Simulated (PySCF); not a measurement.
Molecule: `[O-]C(CCC)=O`, [C4H7O2]-.

Geometry (Å), atoms numbered from 1 in this order:
```xyz
13

C    -1.479    0.146    0.404
C    -0.486   -0.925   -0.023
C     0.709   -0.354   -0.771
C     1.674    0.530    0.098
O     1.434    0.555    1.325
O     2.577    1.095   -0.542
H    -2.330   -0.272    0.970
H    -1.889    0.685   -0.469
H    -0.943    0.864    1.042
H    -1.000   -1.699   -0.629
H    -0.099   -1.417    0.885
H     0.385    0.254   -1.637
H     1.323   -1.167   -1.199
```

Total charge -1.

Geometry PBE0-D3(BJ)/def2-SVP throughout; GIAO in PySCF, gas phase, one conformer, non-relativistic; equivalent atoms averaged; functional PBE0.

For orientation, def2-SVP gives these absolute shieldings σ: C4 33.7, C3 154.8, C2 171.4, C1 176.7, O5/O6 30.4, H10/H11 30.30, H12/H13 30.14, H7/H8/H9 30.52 ppm.

A run gave: C4 39.5, C3 156.4, C2 171.6, C1 177.0, O5/O6 36.6, H10/H11 30.76, H12/H13 30.63, H7/H8/H9 31.04 ppm (absolute shieldings σ).

Q: Which basis set was used in that run?
A. STO-3G
B. 6-31G*
C. 6-311+G(2d,p)
D. 6-31G
E. pcSseg-1

A: B. H10/H11 tells them apart best: 6-31G* gives 30.76, STO-3G gives 32.11, pcSseg-1 gives 30.13, 6-31G gives 31.36, 6-311+G(2d,p) gives 30.16 ppm.
